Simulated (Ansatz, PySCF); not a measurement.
System: methanedithione, CS2, net charge 0, singlet state. 
Geometry from a B3LYP-D3(BJ)/def2-TZVP (Ansatz, a program for electronic structure) optimisation:
SMILES: S=C=S
```xyz
3

S      0.0000     0.0000    -1.5527
C      0.0000     0.0000     0.0000
S      0.0000     0.0000     1.5527
```

Total electronic energies in hartree. Cores are frozen in the correlated levels unless marked. Spin-orbit coupling is left out. No relativistic terms. Basis-set limits of correlation are two-point, X^-3; Hartree-Fock from the larger set.

```json
[
 {"level": "HF/6-31G*", "program": "Ansatz", "energy (Eh)": "-832.88393"},
 {"level": "HF/def2-TZVPD", "program": "PySCF", "energy (Eh)": "-832.95885"},
 {"level": "TPSS/def2-TZVPD", "program": "PySCF", "energy (Eh)": "-834.59184"},
 {"level": "PBE0/6-31G*", "program": "Ansatz", "energy (Eh)": "-834.13148"},
 {"level": "PBE0-D3(BJ)/def2-TZVP", "program": "Ansatz + dftd3", "energy (Eh)": "-834.20833"},
 {"level": "PBE0/def2-TZVP", "program": "Ansatz", "energy (Eh)": "-834.20591"},
 {"level": "PBE0/def2-TZVPD", "program": "Ansatz", "energy (Eh)": "-834.20652"},
 {"level": "BHLYP-D4/def2-TZVPD", "program": "Ansatz + dftd4", "energy (Eh)": "-834.50041"},
 {"level": "HSE06/def2-TZVPD", "program": "Ansatz", "energy (Eh)": "-834.19065"},
 {"level": "B2PLYP-D3(BJ)/def2-TZVPD", "program": "Ansatz + dftd3", "energy (Eh)": "-834.25558"},
 {"level": "B2PLYP-D4/def2-TZVPD", "program": "Ansatz + dftd4", "energy (Eh)": "-834.25489"},
 {"level": "CCSD/cc-pV(Q+d)Z", "program": "Ansatz", "energy (Eh)": "-833.51923"},
 {"level": "CCSD/CBS(cc-pV(T+d)Z,cc-pV(Q+d)Z)", "program": "Ansatz", "energy (Eh)": "-833.5422"},
 {"level": "CCSD(T)/aug-cc-pV(D+d)Z", "program": "Ansatz", "energy (Eh)": "-833.39453"},
 {"level": "CCSD(T)/CBS(cc-pV(T+d)Z,cc-pV(Q+d)Z)", "program": "Ansatz", "energy (Eh)": "-833.5833"}
]
```

Totals of different functionals don't rank their quality; only differences between species are comparable.
